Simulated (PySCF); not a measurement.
**One molecule, a ladder of functionals, a line**

Molecule: `C=CS(=O)(=O)O`, C$_{2}$H$_{4}$O$_{3}$S.

Mapped SMILES: `[CH2:1]=[CH:2][S:3](=[O:4])(=[O:5])[OH:6]` (H(Xn): hydrogen on atom n). Ha(C1) is cis to S3; Hb(C1) is trans to S3.

GIAO shieldings (ppm, equivalent atoms averaged) in PySCF 2.14 on the PBE0-D3(BJ)/def2-SVP geometry, basis pcSseg-2, gas phase, non-relativistic:

| functional | exact exchange (%) | σ(C2) | σ(O4/O5) | σ(O6) |
| --- | --- | --- | --- | --- |
| BLYP | 0 | 25.9 | 84.6 | 97.3 |
| BP86 | 0 | 30.7 | 86.2 | 100.8 |
| PBE | 0 | 30.6 | 86.5 | 101.1 |
| B3LYP | 20 | 29.7 | 95.6 | 107.3 |
| mPW1PW91 | 25 | 34.8 | 100.2 | 113.6 |
| BHandHLYP | 50 | 36.2 | 113.7 | 122.4 |
| HF | 100 | 49.4 | 145.5 | 147.6 |

**Question.** Fit each shielding as a line in the percentage of exact exchange.

**Answer.** σ(C2) = 28.4 + 0.20 x (rms 2.1 ppm); σ(O4/O5) = 85.2 + 0.59 x (rms 1.0 ppm); σ(O6) = 99.6 + 0.48 x (rms 1.6 ppm). The functionals also differ in their semilocal parts, which the line can't hold; Hartree–Fock has no correlation at all.

**Question.** What does the line predict for PBE0 (25 %), and what does the run give?

**Answer.** σ(C2): 33.4 predicted, 35.4 computed; σ(O4/O5): 100.0 predicted, 100.7 computed; σ(O6): 111.6 predicted, 113.8 computed ppm.
